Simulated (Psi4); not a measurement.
# S2F2 (Difluorodisulfane): B2PLYP/6-311+G(d,p) (density fitting for correlation)

Aim: the energy change on altering one bond length of S2F2 (Difluorodisulfane) at B2PLYP/6-311+G** (density fitting for correlation), from 2 runs. 

The results are computed with Psi4 1.11.

## 1. Starting point

S2F2: 4 atoms, total charge 0, spin state singlet. SMILES: `FSSF`. The coordinates come from a PBE0-D4/def2-TZVP relaxation.

Bond lengths: F1–S2 1.631 Å, S2–S3 1.890 Å, S3–F4 1.631 Å. Angles: F1–S2–S3 108.6°, S2–S3–F4 108.6°.

## 2. The energy at B2PLYP/6-311+G(d,p) (density fitting for correlation)

calc.inp

```
memory 2.2 GB

molecule mol {
  0 1
  F
  S 1 1.631451
  S 2 1.889776 1 108.58854
  F 3 1.631446 2 108.58841 1 -87.92605
  symmetry c1
}

set globals {
  basis 6-311+G**
  reference rks
  puream true
  e_convergence 1e-09
  d_convergence 1e-08
  scf_type pk
  dft_radial_points 99
  dft_spherical_points 590
  num_frozen_docc 12
}

E = energy("b2plyp")
```

On the command line:

```sh
psi4 -i calc.inp -o calc.out -n 1
```

calc.out:

```text
[...]
  Running in c1 symmetry.
[...]
  Nuclear repulsion =  230.128325719284419
[...]
  Multiplicity = 1
[...]
  Nalpha       = 25
  Nbeta        = 25
[...]
    Number of basis functions: 104
[...]
   @RKS iter   1:  -995.37960234001912   -8.50382e-02   5.20612e-03 DIIS/ADIIS
[...]
   @RKS iter  12:  -995.45433639136331   -1.02318e-12   2.11432e-09 DIIS
[...]
    Orbital Energies [Eh]
    ---------------------
    Doubly Occupied:
       1A    -90.281295     2A    -90.281293     3A    -25.388826
       4A    -25.388824     5A     -8.486529     6A     -8.486245
       7A     -6.335555     8A     -6.335231     9A     -6.330623
      10A     -6.330016    11A     -6.324834    12A     -6.324831
      13A     -1.403530    14A     -1.399127    15A     -0.990843
      16A     -0.781714    17A     -0.643656    18A     -0.592246
      19A     -0.590470    20A     -0.567493    21A     -0.566868
      22A     -0.530936    23A     -0.435944    24A     -0.372412
      25A     -0.362541
[...]
  @RKS Final Energy:  -995.45433639136331
   => Energetics <=
    Nuclear Repulsion Energy =            230.1283257192844189
    One-Electron Energy =               -1835.4081321514281626
    Two-Electron Energy =                 644.3644660776246837
    DFT Exchange-Correlation Energy =     -34.5389960368443596
    Empirical Dispersion Energy =           0.0000000000000000
    VV10 Nonlocal Energy =                  0.0000000000000000
    Total Energy =                       -995.4543363913633129
[...]
 Multipole Moments:
 ------------------------------------------------------------------------------------
     Multipole            Electronic (a.u.)      Nuclear  (a.u.)        Total (a.u.)
 ------------------------------------------------------------------------------------
 L = 1.  Multiply by 2.5417464519 to convert [e a0] to [Debye]
 Dipole X            :         -0.4020851            0.9296222            0.5275371
 Dipole Y            :         -0.1329030            0.3072587            0.1743557
 Dipole Z            :         -0.3951501            0.9136147            0.5184646
 Magnitude           :                                                    0.7599348
[...]
```

Run time: 7.2 s. Hardware: 1 thread of Intel Xeon 6975P-C (Granite Rapids), shared host; peak memory 0.91 GiB.

## 3. The distorted shape at the same level

job.in

```
memory 2200 mb

molecule {
  0 1
  F
  S 1 R2
  S 2 R3 1 A3
  F 3 R4 2 A4 1 D4

  R2 = 1.631451
  R3 = 1.889776
  A3 = 108.58854
  R4 = 2.9366
  A4 = 108.58842
  D4 = -87.92605
  symmetry c1
  no_reorient
  no_com
}

set reference rks
set puream true
set e_convergence 1e-09
set d_convergence 1e-08
set scf_type pk
set dft_radial_points 99
set dft_spherical_points 590
set num_frozen_docc 12

E, wfn = energy("b2plyp/6-311+G**", return_wfn=True)
print_variables()
```

On the command line:

```sh
psi4 -n 1 job.in job.out
```

job.out:

```text
[...]
  Running in c1 symmetry.
[...]
  Nuclear repulsion =  199.515354096628272
[...]
  Multiplicity = 1
[...]
  Nalpha       = 25
  Nbeta        = 25
[...]
    Number of basis functions: 104
[...]
   @RKS iter   1:  -995.05432607543639   -2.80425e-01   7.63935e-03 ADIIS/DIIS
[...]
   @RKS iter  20:  -995.33184864695704   -1.05729e-11   6.22175e-09 DIIS
[...]
    Orbital Energies [Eh]
    ---------------------
    Doubly Occupied:
       1A    -90.377679     2A    -90.312889     3A    -25.451180
       4A    -25.240536     5A     -8.578510     6A     -8.518107
       7A     -6.426587     8A     -6.421158     9A     -6.419265
      10A     -6.364621    11A     -6.363621    12A     -6.356837
      13A     -1.460760    14A     -1.167632    15A     -1.049457
      16A     -0.817733    17A     -0.650318    18A     -0.635646
      19A     -0.634009    20A     -0.510353    21A     -0.479556
      22A     -0.428427    23A     -0.380101    24A     -0.379441
      25A     -0.338077
[...]
  @RKS Final Energy:  -995.33184864695704
   => Energetics <=
    Nuclear Repulsion Energy =            199.5153540966282719
    One-Electron Energy =               -1773.5385072300207412
    Two-Electron Energy =                 613.1365130032942261
    DFT Exchange-Correlation Energy =     -34.4452085168588056
    Empirical Dispersion Energy =           0.0000000000000000
    VV10 Nonlocal Energy =                  0.0000000000000000
    Total Energy =                       -995.3318486469570416
[...]
 Multipole Moments:
 ------------------------------------------------------------------------------------
     Multipole            Electronic (a.u.)      Nuclear  (a.u.)        Total (a.u.)
 ------------------------------------------------------------------------------------
 L = 1.  Multiply by 2.5417464519 to convert [e a0] to [Debye]
 Dipole X            :          1.0254970            1.6733183            2.6988152
 Dipole Y            :          1.1319645            0.5530653            1.6850299
 Dipole Z            :         -0.8454327            0.8593601            0.0139274
 Magnitude           :                                                    3.1816856
[...]
```

It took 9 s on 1 thread of Intel Xeon 6975P-C (Granite Rapids), shared host; peak memory 0.88 GiB.

## 4. Summary of results

Level: B2PLYP/6-311+G** (density fitting for correlation), 12 core orbitals frozen.

| quantity | value |
| --- | --- |
| first shape: total energy | -995.68215 Eh |
| first shape: HOMO energy (SCF part's orbitals) | -9.87 eV |
| first shape: LUMO energy (SCF part's orbitals) | -0.51 eV |
| first shape: HOMO–LUMO gap (SCF part's orbitals) | 9.36 eV |
| distorted shape: total energy | -995.59816 Eh |
| distorted shape: HOMO energy (SCF part's orbitals) | -9.20 eV |
| distorted shape: LUMO energy (SCF part's orbitals) | -5.40 eV |
| distorted shape: HOMO–LUMO gap (SCF part's orbitals) | 3.79 eV |
| energy change with the S3–F4 bond stretched from 1.631 to 2.937 Å | 2.285 eV |

**Reading.** One bond (distorted shape) is far stretched, which a spin-restricted single reference describes badly; perturbation theory on it can break down and give far too much correlation. With the S3–F4 bond stretched from 1.631 to 2.937 Å the energy rises by 2.29 eV (53 kcal/mol). The first shape isn't relaxed at this level, so the change isn't measured from a minimum. A restricted reference can't describe the breaking bond well at this length.
